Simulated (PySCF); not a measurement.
Stepwise substitution at one centre (B Cl-I). All species are isolated molecules in the gas phase. Strings in code marks are SMILES.

The T1 excitation (TDA) from two functionals at the same geometries (CAM-B3LYP-D3(BJ)/def2-TZVP), both in PySCF: PBE-D3(BJ)/def2-TZVP and TPSSh-D3(BJ)/def2-TZVP. Excitations are Tamm–Dancoff values on a coarser integration grid. The basis has no diffuse functions, so Rydberg states are missing or too high.

```tsv
species	PBE-D3(BJ)/def2-TZVP (eV)
0 of 3 Cl replaced by I	4.93
1 of 3 Cl replaced by I (`ClB(Cl)I`)	3.78
2 of 3 Cl replaced by I (`IB(I)Cl`)	3.31
3 of 3 Cl replaced by I	2.95
```

Problem. What does TPSSh-D3(BJ)/def2-TZVP give for each?

Solution. 
- 0 of 3 Cl replaced by I: 5.35
- 1 of 3 Cl replaced by I (`ClB(Cl)I`): 4.17
- 2 of 3 Cl replaced by I (`IB(I)Cl`): 3.66
- 3 of 3 Cl replaced by I: 3.27
Over these rows, drawn at random from the members with no instability flagged (it was tested for open shells, ions and some series alone), PBE minus TPSSh-D3(BJ): mean -0.37 eV, from -0.42 eV to -0.32 eV.
